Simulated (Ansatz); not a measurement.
A made-up structure of CH3S (charge -1), singlet:

C1  (-0.102, 0.024, 0.055)
S2  (1.466, -0.338, -0.796)
H3  (-0.277, -0.658, 0.898)
H4  (2.765, -0.723, -0.911)
H5  (-0.122, 1.044, 0.460)
(Å)

It is relaxed with PBE-D4/def2-SVPD and then PBE0-D4/def2-TZVPD (Ansatz 0.2.0). Atoms count as bonded within 1.22 times the sum of their covalent radii (H–H: 0.88 Å). The end point is not checked to be a true minimum.

(1) Does its bonding change? (Judge from chemistry; the calculation decides.)

Answers

(1) The calculation gives: No: no bond forms or breaks.

Where it ends: The first stage lowers the energy by 1.42 eV in 7 steps. It ends as CH₃S ([CH2][SH]), total charge -1:
```json
{"atom": "C1", "x (Å)": "0.0023", "y (Å)": "0.0131", "z (Å)": "0.0412"}
{"atom": "S2", "x (Å)": "1.2284", "y (Å)": "-0.4410", "z (Å)": "-1.1089"}
{"atom": "H3", "x (Å)": "-0.1412", "y (Å)": "-0.7254", "z (Å)": "0.8373"}
{"atom": "H4", "x (Å)": "2.4966", "y (Å)": "-0.5164", "z (Å)": "-0.5151"}
{"atom": "H5", "x (Å)": "0.1435", "y (Å)": "1.0185", "z (Å)": "0.4522"}
```

Labels in which every atom is bracketed show which atoms are joined, not bond orders.

For scale, one of the runs: PBE0-D4/def2-TZVPD relaxation, 110 basis functions, launched by `ansatz run in.yaml --threads 2 --pin off --events-out ev --progress --plain --max-ram 4352MiB`. Hardware: 2 CPU threads of an Intel Xeon Platinum 8488C, shared host. Wall time about 12 s.
